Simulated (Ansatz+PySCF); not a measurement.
Two shapes of doublet C₂H₅N(+).

Shape 1:

```xyz
8

C    -0.0287   -0.3953    0.7405
N    -0.0368    0.8758    0.0098
C    -0.0288   -0.3989   -0.7414
H     0.8969    1.2632   -0.0060
H    -0.9515   -0.6139    1.2783
H    -0.9587   -0.6112   -1.2872
H     0.8782   -0.7053    1.2527
H     0.8775   -0.7136   -1.2516
```

Shape 2:

```xyz
8

C    -0.0384   -0.3973    0.7394
N    -0.0384    0.8752    0.0000
C    -0.0384   -0.3973   -0.7394
H     0.9031    1.2682    0.0000
H    -0.9557   -0.6049    1.2800
H    -0.9557   -0.6049   -1.2800
H     0.8694   -0.7084    1.2490
H     0.8694   -0.7084   -1.2490
```

Basis set: cc-pVTZ (spherical functions). Frozen core: 3 orbitals. Correlation on ROHF uses semicanonical orbitals with singles. Charge 1, multiplicity 2.

Computed with Ansatz (development build ahead of 0.2.0); each method stands on the lowest determinant of its kind that the runs found.

(1) Which shape is lower in energy, and by how much in each method?

Answers

(1)

| method | E(2) − E(1) (eV) |
| --- | --- |
| ROHF | -0.038 |
| UHF | -0.037 |
| ROHF-MP2 | -0.026 |
| UHF-MP2 | -0.025 |

Shape 2 is lower.
